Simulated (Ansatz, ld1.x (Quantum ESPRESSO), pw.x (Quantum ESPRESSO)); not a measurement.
## Cr: one change to the ultrasoft potential, in the atom and in the bcc crystal

ld1.x (Quantum ESPRESSO) 7.5 input, shortened:

```
&input
   title='Cr', zed=24., rel=1, dft='PBE', iswitch=3,
   config='[Ar] 3d5 4s0.5 4p0'
 /
 &inputp
   pseudotype=3, tm=.true., lloc=-2, rcloc=1.65,
   nlcc=.true., new_core_ps=.true., rcore=1.15,
   which_augfun='PSQ', rmatch_augfun_nc=.true.
 /
6
3S  1  0   2.00   0.00  1.50  1.60  0.0
4S  2  0   0.50   0.00  1.50  1.60  0.0
3P  2  1   6.00   0.00  1.35  1.80  0.0
4P  3  1   0.00   0.00  1.35  1.80  0.0
3D  3  2   5.00   0.00  1.45  1.75  0.0
3D  3  2   0.00  -0.05  1.45  1.75  0.0
 &test
   configts(1)='3s2 3p6 3d5 4s0.5 4p0'
 /
```

Change: core correction Bessel-smoothed model core inside 0.72 bohr.

Cutoffs, loose and tight: the cutoffs (Ry, on a coarse ladder) from which the occupation-weighted sum of valence levels, in a spherical-Bessel basis at the reference potential, stays within 10 and 1 mRy of its value at 400 Ry. They do not see the model core or the augmentation charge, which bear on the density cutoff. Test errors are all-electron minus pseudo excitation energies from the reference, over the configurations 3s2 3p6 3d5 4s1 4p0; 3s2 3p6 3d5 4s0 4p0; 3s2 3p6 3d4 4s0 4p0; 3s2 3p6 3d4 4s1 4p1; 3s2 3p6 3d6 4s0 4p0; 3s2 3p6 3d2 4s0 4p0; 3s2 3p6 3d5.5 4s0.5 4p0; variants that change the core or the reference have their own tests.

Crystal test: bcc Cr in pw.x 7.5, no spin, 16³ k-points, Fermi–Dirac smearing 0.01 Ry, cutoffs set for each file from its atomic test. The reference is all-electron LAPW (Ansatz 0.2.0) with the same functional, mesh and smearing; V0 and B0 come from Birch–Murnaghan fits to the pressures at five volumes. Errors are pseudo minus all-electron; Δ is the rms difference of the E(V) curves that follow from these fits, minima aligned, over ±6 % about the mean V0. Mesh and smearing are coarse, so the numbers serve the comparison and aren't converged zero-temperature values; the lattice is a test structure that the element need not adopt. Spin polarisation and strong correlation are left out, which matters for this element.

All-electron: a0 = 2.849 Å (V0 = 11.56 Å³/atom), B0 = 256.7 GPa.

Task: Does the change bring the crystal closer to the all-electron result?

Result: The mean pressure error goes from +13.43 to +14.24 GPa, a small move against the size of the error. Neither pressure curve crosses zero within the volumes sampled, so no fits are given.

```tsv
quantity	base	changed
outcome (atom)	generated	generated
cutoff, loose (atom)	35 Ry	35 Ry
cutoff, tight (atom)	55 Ry	55 Ry
bound ghosts (atom)	none	none
largest test error (meV) (atom)	+3.9 over the solved tests; test run stopped at test 4 of 7 (negative rho)	+4.0 over the solved tests; test run stopped at test 4 of 7 (negative rho)
cutoffs in pw.x (Ry)	70/560	70/560
mean pressure error (GPa)	+13.43	+14.24
```

Base: This is a poor potential for the solid. Atomic configuration tests: test run stopped at test 4 of 7 (negative rho). Changed file: This is a poor potential for the solid. Atomic configuration tests: test run stopped at test 4 of 7 (negative rho). The atomic cutoffs weigh occupied waves only.
